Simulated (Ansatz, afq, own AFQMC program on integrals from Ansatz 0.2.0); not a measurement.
AFQMC on a folder of integrals that Ansatz 0.2.0 wrote.

```yaml
crystal:
  periodic: [false, false, false]
  atoms:
    - {symbol: Ge, position_ang: [-0.038166, 0.000000, 0.326615]}
    - {symbol: N, position_ang: [0.079970, 0.000001, -1.817016]}
    - {symbol: H, position_ang: [0.819633, -1.389097, 0.855736]}
    - {symbol: H, position_ang: [0.819632, 1.389097, 0.855737]}
basis:
  gaussian: {orbitals: cc-pVDZ}
magnetization: {spin_polarized: true, initial_magnetization: 3}
correlation: {method: ccsd_t, electrons: outside_noble_gas, hamiltonian_folder: ham}
```

```sh
$ ansatz run in.yaml --threads 1 --pin off --events-out ev --progress --plain --max-ram 1382MiB
```

Options of the walk:

```
--method phaseless --trial hf --walkers 120 --populations 1 --least-time 40 --time-step 0.005 --steps-per-block 20 --equilibration-blocks 112 --max-blocks 600 --target-error 0.0012000 --factor-cut 1e-05 --start spin_pure --seed 7846 --taylor-order 6
```

Times are imaginary, in 1/Eh. The walk had a cap of 1161 s. Filled inner d shells are frozen with the cores.

```
orbitals 36  electrons 7 4  factors 275 of 551
reference energy -2130.82547240 Eh
CCSD correlation -0.21525975 Eh in 17 cycles, weight of the determinant in the CISD state 0.8701
energy of the start -2130.828175 Eh
 block  time / (1/Eh)  mean weight  energy / Eh
     1     0.100  1.0009  -2130.871807
     2     0.200  1.0005  -2130.902491
     3     0.300  1.0025  -2130.923540
     4     0.400  1.0000  -2130.952175
     5     0.500  1.0007  -2130.963890
     7     0.700  1.0007  -2130.971734
     9     0.900  0.9991  -2130.994299
    18     1.800  0.9993  -2131.026588
    52     5.200  1.0006  -2131.029543
    86     8.600  0.9988  -2131.035726
   103    10.300  1.0007  -2131.024249
   120    12.000  0.9992  -2131.063629
   154    15.400  0.9975  -2131.040032
   188    18.800  0.9992  -2131.046847
   205    20.500  0.9998  -2131.086949
   222    22.200  1.0006  -2131.041736
   256    25.600  0.9995  -2131.067544
   290    29.000  1.0016  -2131.043291
   324    32.400  0.9998  -2131.037984
   358    35.800  1.0001  -2131.057997
   392    39.200  1.0002  -2131.055188
   426    42.600  1.0028  -2131.027714
   460    46.000  0.9997  -2131.032616
   494    49.400  1.0002  -2131.056115
   528    52.800  0.9995  -2131.075649
   562    56.200  0.9992  -2131.034669
   596    59.600  0.9994  -2131.035000
   630    63.000  0.9986  -2131.034206
   664    66.400  0.9991  -2131.073923
   698    69.800  1.0015  -2131.082578
blocks merged  error / Eh  count
     1  0.000634  600
     2  0.000841  300
     4  0.001062  150
     8  0.001361  75
    16  0.001640  37
    32  0.001780  18
    64  0.001942  9
energy -2131.049132 +/- 0.001780 Eh
(rows thinned)
```

(1) Estimate how long the walk took on 1 thread of Arm Neoverse V2, with other jobs on the host.

The run passed its tests (sampling time, drift between the halves within three errors, error under three times the target), which doesn't prove that it has relaxed.

Against this walk (error 48.4 meV) on the same determinant: CCSD(T) 75.4 meV higher (within the noise), CCSDT(Q) 18.2 meV higher (within the noise), a separate phaseless walk with a CISD trial and standard settings 43.7 ± 49.4 meV higher (within the noise). The error is statistical and leaves out the bias of the constraint. The determinant has ⟨S²⟩ = 3.88, so the low cluster orders mix in higher spin (the high orders can go on to a lower state of that spin), while the walk starts as a pure quartet.

Cautions: constraint bias not in the error; error above the target (48.4 against 32.7 meV); no relativity below Rb; no spin-orbit coupling; inner d shell frozen; lower spins were not checked; unrestricted determinant spin contaminated (⟨S²⟩ 3.88 against 3.75).

## Answers

(1) 3.5 min of wall time.

CCSDT and higher add their correlation energy to the determinant of the CCSD(T) run, since their own runs factorise the integrals more tightly (a shift of under 2 meV). A walk keeps the symmetry of its determinant, which the program's search chose and which needn't be the lowest solution, so a lower state of the same spin and another symmetry isn't excluded.
